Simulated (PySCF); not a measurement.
# Two-dimensional NMR puzzle

Compound of formula C$_{7}$H$_{6}$N$_{2}$. Correlations simulated from computed shifts and the bond graph:

HSQC (one-bond C–H):
```csv
δH,δC
7.74,141.9
6.70,116.5
```

COSY cross peaks (H two or three bonds apart, from the bond graph; peaks can be absent where the dihedral angle is near 90°):
```csv
δH,δH
7.74,6.70
```

HMBC (two and three bonds, from the bond graph):
```csv
δH,δC
7.74,"154.2, 141.9, 125.0, 116.5, 104.6"
6.70,"154.2, 141.9, 116.5, 104.6"
```

Carbons without hydrogens: δ 154.2, 125.0, 104.6.

One conformer, no solvent, non-relativistic, fast rotation and ring inversion assumed for equivalent nuclei. Shielding tensors at PBE0/pcSseg-1 (GIAO); coordinates at the GFN2-xTB level; PySCF 2.14.0 with density-fitted response routines.

References, each an isolated molecule treated in the same way: 1H (σ = 31.72 ppm) and 13C (σ = 186.93 ppm) vs TMS.

Exchangeable hydrogens are left out of these lists.

**Question.** Assemble the structure.

**Answer.** `c1cc(C#N)ccc1N`.

Structure with atom numbers: `[N:1]#[C:2][c:3]1[cH:4][cH:5][c:6]([NH2:7])[cH:8][cH:9]1`; H(Xn) means a hydrogen on atom n.

δC 154.2 is C6, an aromatic carbon bearing nitrogen. δC 141.9 is C4/C9, an aromatic CH (δH 7.74). δC 125.0 is C2, a nitrile carbon. δC 116.5 is C5/C8, an aromatic CH (δH 6.70). δC 104.6 is C3, a substituted aromatic carbon. HMBC from δH 7.74 reaches the proton-free carbons C6, C2, C3. HMBC from δH 6.70 reaches the proton-free carbons C6, C3. COSY links 7.74–6.70.

This is the structure that produced the data.

OH/NH shifts are gas-phase values; hydrogen bonding in solution moves them, usually downfield. Shifts are as computed. Against solution values, carbons near 30 ppm lie about +3 ppm off and those near 130 ppm about +5 ppm. Of 1211 compounds with measured shifts, 218 miss one by over three times the rms of a fit or turn the order of signals round; such compounds aren't used in these exercises.
